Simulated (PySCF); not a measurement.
# Atomic charges by several schemes

Dimethyl disulfide, C2H6S2.
Atom-mapped SMILES: `[CH3:1][S:2][S:3][CH3:4]` (hydrogens: H5, H6, H7 on C1; H8, H9, H10 on C4)

Geometry (GFN2-xTB, Å), atoms numbered from 1 in this order:
```xyz
10
C2H6S2 angstrom
C      1.8834   -0.0437   -0.2410
S      0.8523    0.2006    1.2461
S     -0.7295    1.2362    0.5159
C     -1.8935   -0.0958    0.0633
H      2.7859   -0.5410    0.0966
H      2.1217    0.9224   -0.6733
H      1.3569   -0.6681   -0.9561
H     -1.4705   -0.6979   -0.7346
H     -2.0995   -0.7026    0.9388
H     -2.7983    0.3945   -0.2782
```

Density: PBE0/pcSseg-1 (PySCF); schemes: Mulliken, IAO, Hirshfeld and ESP-fitted. Isolated species at its GFN2-xTB geometry (one conformer only).

**Question.** Give the atomic charges in each scheme.

**Answer.** In e; atoms taken as equivalent share a row and are averaged (×n: the atom named and its like, n in all):

```tsv
atom	environment	Mulliken	IAO	Hirshfeld	ESP-fitted
C1/C4	S-methyl carbon	-0.376	-0.510	-0.128	-0.415
S2/S3	disulfide sulfur	-0.079	+0.026	-0.010	-0.091
H5 (×6)	methyl hydrogen	+0.152	+0.161	+0.046	+0.169
```

Mean size of the charges over all atoms: IAO 0.204 e, ESP-fitted 0.202 e, Mulliken 0.182 e, Hirshfeld 0.055 e. Each set sums to the total charge, 0, to within 0.001 e. The Mulliken scheme counts on each atom the diagonal of the density matrix times the overlap matrix over that atom's basis functions. The ESP scheme fits charges at the nuclei, held to the total charge, to the electrostatic potential on points at 1.4 to 2.0 times the van der Waals radii.

Some averages cover members that differ in this geometry: H5 (×6), ESP-fitted +0.149 to +0.198; C1/C4, ESP-fitted -0.430 to -0.401 e.

Lowest charge. All schemes agree: Mulliken C1/C4 (-0.376); IAO C1/C4 (-0.510); Hirshfeld C1/C4 (-0.128); ESP-fitted C1/C4 (-0.415).

Highest charge. All schemes agree: Mulliken H5 (×6) (+0.152); IAO H5 (×6) (+0.161); Hirshfeld H5 (×6) (+0.046); ESP-fitted H5 (×6) (+0.169).

**Question.** Sum the charges by element.

**Answer.** 
```json
{"element": "C", "atoms": "2", "Mulliken": "-0.752", "IAO": "-1.020", "Hirshfeld": "-0.256", "ESP-fitted": "-0.830"}
{"element": "S", "atoms": "2", "Mulliken": "-0.158", "IAO": "+0.052", "Hirshfeld": "-0.020", "ESP-fitted": "-0.181"}
{"element": "H", "atoms": "6", "Mulliken": "+0.910", "IAO": "+0.969", "Hirshfeld": "+0.276", "ESP-fitted": "+1.011"}
```

**Question.** How many electrons does the Hirshfeld scheme count on C4?

**Answer.** Its own charge is -0.128 e, so Z − q = 6.128.
